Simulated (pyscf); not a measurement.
# Four-centre exchange: `[SH][GeH3]` + `[SH2]` → `[SH][GeH3]` + `[SH2]`

Gas phase, singlet surface, charge 0. Bonds broken: S1–H8, H3–S7. Bonds formed: S1–H3, S7–H8. Structures and frequencies: ωB97X-D3(BJ)/def2-SVP in PySCF. MP2 and CC: frozen core, UHF for open shells. ΔMP2 is the change of the MP2 total energy from the triple- to the quadruple-zeta basis.

Transition state (Å):

```xyz
9

S      0.3004     1.0338     1.3574
Ge     0.9216    -0.3286    -0.2758
H     -1.2251     1.2710     0.6510
H     -0.3625    -0.9412    -0.8634
H      1.6684     0.4745    -1.3468
H      1.8230    -1.4274     0.2984
S     -2.6045     0.4166     0.9157
H     -1.1355     0.1637     1.6092
H     -2.9474     1.2539     1.9153
```

One imaginary mode, 2118i cm⁻¹; descent along it reached the two sides named.

```csv
bond,change,reactant side (Å),saddle,product side
S1–H8,breaks,1.348,1.698,3.7
H3–S7,breaks,1.346,1.644,2.8
S1–H3,forms,3.8,1.698,1.348
S7–H8,forms,2.8,1.644,1.346
```

Electronic energies relative to the separated reactants (kcal/mol):

```tsv
level	barrier	reaction energy	reverse barrier
ωB97X-D3(BJ)/def2-TZVP	44.2	0.0	44.2
PBE/def2-TZVP	29.6	0.0	29.6
r²SCAN/def2-TZVP	33.3	0.0	33.3
B3LYP-D3(BJ)/def2-TZVP	38.4	0.0	38.4
PBE0-D3(BJ)/def2-TZVP	35.1	0.0	35.1
M06-2X/def2-TZVP	42.4	0.0	42.4
ωB97M-D3(BJ)/def2-TZVP	44.1	0.0	44.1
HF/def2-TZVP	71.3	0.0	71.3
MP2/def2-QZVPP	38.9	0.0	38.9
CCSD/def2-TZVPP	50.9	0.0	50.9
CCSD(T)/def2-TZVPP	45.1	0.0	45.1
CCSD(T)/def2-TZVPP + ΔMP2(QZVPP)	43.9	0.0	43.9
```

With CCSD(T)/def2-TZVPP + ΔMP2(QZVPP) energies and thermal terms (ideal gas, 1 atm, RRHO with modes under 100 cm⁻¹ raised to 100, one conformer, R ln 2 for chiral ones without a mode under 150 cm⁻¹), in kcal/mol:

| T (K) | ΔH‡ | ΔG‡ | ΔH | ΔG |
|---|---|---|---|---|
| 298 | 41.7 | 52.4 | 0.0 | 0.0 |
| 600 | 42.0 | 63.2 | 0.0 | 0.0 |
| 900 | 42.9 | 73.6 | 0.0 | 0.0 |
| 1200 | 43.9 | 83.7 | 0.0 | 0.0 |

This is the saddle that the search found; another between the same sides may lie lower. The CCSD(T) − MP2 part came from Ansatz, without density fitting, on the same reference. The frozen core leaves the outer d or s,p core shells of the metals and heavy elements correlated in the MP2 and CC values, and def2-TZVPP describes them poorly, which can shift differences by a few kcal/mol. Elements up to Kr have no core potential and no relativistic terms here.
